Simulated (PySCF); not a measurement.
A structure optimised at PBE0-D3(BJ)/def2-TZVPD, used in a PySCF frequency run:

```xyz
2

Be     0.0000     0.0000    -0.2647
H      0.0000     0.0000     1.0589
```
Charge +1, spin multiplicity 1.

Question: Write its SMILES, formula and point group.

Answer: [BeH+], BeH, C∞v

Question: What are its rotational constants (standard atomic weights)?

Answer: 318.17 GHz (linear rotor, B only)
